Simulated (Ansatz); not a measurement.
Relaxing P

Computed with DFT r2SCAN, scalar-relativistic, plane waves, PAW (Ansatz). Cutoff 500 eV, Γ-centred k mesh, Gaussian smearing, no spin polarisation in the final step.

A relaxed cell is given with its space group left out.

```yaml
crystal:
  lattice:
    - [1.66824, 0.96316, 4.67738]
    - [-1.66824, 0.96316, 4.67738]
    - [0.00000, -1.92631, 4.67738]
  atoms:
    - { symbol: P, position: [0.00000, 0.00000, 0.00000] }
    - { symbol: P, position: [0.23152, 0.23152, 0.23152] }
    - { symbol: P, position: [0.76848, 0.76848, 0.76848] }
```

Energies count from the standard state of P at the same level.

What space group does it have?

R-3m (No. 166). Conventional cell: a = 3.336 Å, c = 14.032 Å. P on Wyckoff site a (1 atom of the primitive cell) has 6 P at 2.40 Å; around P on Wyckoff site c (2 atoms of the primitive cell) lie 3 P at 2.40 Å and 3 P at 2.65 Å.

How far above the standard state of P does it lie?

0.39 eV/atom.

Is it a metal?

Yes, bands cross the Fermi level on the 18×18×18 mesh.

The final run used a 18×18×18 mesh on its 3-atom cell and 0.10 eV smearing. The k mesh leaves about 4 meV/atom of noise in metals. The cell came from a trial start, so P may not exist in this structure.